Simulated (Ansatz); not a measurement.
The input, for Ansatz 0.2.0:

```yaml
crystal:
  periodic: [false, false, false]
  atoms:
    - {symbol: Al, position_ang: [-0.431386, 0.000000, 0.384669]}
    - {symbol: C, position_ang: [0.912036, 0.000000, -0.991987]}
    - {symbol: H, position_ang: [0.679870, 0.000000, 1.523415]}
basis:
  gaussian: {orbitals: STO-3G}
magnetization: {spin_polarized: true, initial_magnetization: 0}
hamiltonian: {xc: hf}
accuracy: high
scf: {lower_state_search: full}
output: {forces: true, orbitals: {seedname: orbitals}}
```

```sh
$ ansatz run in.yaml --threads 1 --pin off --events-out ev --progress --plain --max-ram 2393MiB
```

Task: Roughly how long does this take on 1 thread of AMD EPYC 9R14, shared host, and how much host memory?

Result: 0.36 s wall and 0.18 GiB.

```
246 factors; integrals over basis functions are off by at most 3.1e-9 eV
mean field evaluation 1: about -7525.7406 eV, gradient 1.3e1 eV
mean field evaluation 2: about -7525.7515 eV, gradient 1.2e1 eV
mean field evaluation 4: about -7527.4003 eV, gradient 1.4e0 eV
mean field evaluation 8: about -7527.4838 eV, gradient 5.7e-4 eV
mean field evaluation 16: about -7527.7734 eV, gradient 1.8e0 eV
mean field evaluation 32: about -7530.4481 eV, gradient 1.1e-7 eV
mean field evaluation 64: about -7530.4481 eV, gradient 2.7e-7 eV
mean field evaluation 96: about -7530.4400 eV, gradient 4.1e-1 eV
mean field evaluation 128: about -7529.7090 eV, gradient 1.1e0 eV
mean field evaluation 160: about -7529.4887 eV, gradient 3.5e0 eV
mean field evaluation 192: about -7529.3924 eV, gradient 1.0e-1 eV
mean field evaluation 224: about -7527.4726 eV, gradient 1.9e-2 eV
mean field evaluation 256: about -7529.4275 eV, gradient 7.4e0 eV
mean field evaluation 288: about -7529.3914 eV, gradient 5.6e-2 eV
mean field evaluation 320: about -7527.3030 eV, gradient 6.3e0 eV
mean field evaluation 352: about -7527.9232 eV, gradient 3.5e0 eV
mean field -7530.44814010 eV, -276.7388648276 hartree, gradient 2.4e-8 eV, S^2 1.564810; 16 other end points of the search recorded, 0 dependent functions left out
the calculation of the forces begins
reference -7530.44814010 eV, -276.7388648276 hartree; 10, 10 occupied and 5, 5 virtual orbitals, 246 factors
Total energy: -7530.44814010 eV, -276.7388648276 hartree
Atom 0 at    -0.431386     0.000000     0.384669 Å, force     2.579799     0.000000     0.897117 eV/Å
Atom 1 at     0.912036     0.000000    -0.991987 Å, force    -0.742710    -0.000000    -0.312692 eV/Å
Atom 2 at     0.679870     0.000000     1.523415 Å, force    -1.837090     0.000000    -0.584425 eV/Å
Dipole moment:    -0.662110    -0.000000     0.153823 e Å
```

Forces (eV/Å):
```
Al   2.580  0.000  0.897
C   -0.743  0.000 -0.313
H   -1.837  0.000 -0.584
```
